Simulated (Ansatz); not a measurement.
This geometry of H$_{5}$SSi$_{2}$ (8 atoms, charge -1, multiplicity 1) is a first-order saddle point.

Computed with RKS BHLYP-D4/def2-SVP (Ansatz 0.2.0).

```xyz
8
Properties=species:S:1:pos:R:3
Si -0.697 1.075 -0.781
Si 0.523 -0.092 0.672
S 1.389 -2.231 0.567
H -2.140 0.824 -0.456
H -0.769 1.279 -2.307
H -0.357 1.399 1.029
H 1.857 0.588 0.719
H 0.195 -2.844 0.557
```

Which two structures does it join? (They come from a converged band through this point; their orientation in space is the band's.)

Bonds broken: Si1–H6. Bonds formed: Si2–H6.

First end point:

```xyz
8
Properties=species:S:1:pos:R:3
Si -0.691 0.967 -0.298
Si 0.707 -0.272 1.182
S 0.907 -2.073 -0.225
H -2.102 0.451 -0.331
H -0.330 1.061 -1.755
H -0.870 2.411 0.101
H 1.972 0.433 0.696
H 0.407 -2.978 0.630
```

Last end point:

```xyz
8
Properties=species:S:1:pos:R:3
Si -0.937 1.162 -1.105
Si 0.516 0.436 0.603
S 0.766 -1.753 0.899
H -2.036 0.196 -0.650
H -0.312 0.195 -2.117
H 0.159 0.921 1.979
H 1.933 0.917 0.471
H -0.089 -2.075 -0.081
```

How far does it lie above each of them?

210.1 kJ/mol above the first and 207.8 kJ/mol above the second. This is the barrier of this one path; another mechanism may lie lower. The orbitals stay closed-shell, which can raise the energy where a bond breaks towards radicals; this wasn't checked here. Limits of this set-up: an anion without diffuse functions, the dipole of an ion depends on the origin.

Run time: 2.6 min on 1 thread of Arm Neoverse V1 (shared host), peak memory 0.15 GiB.
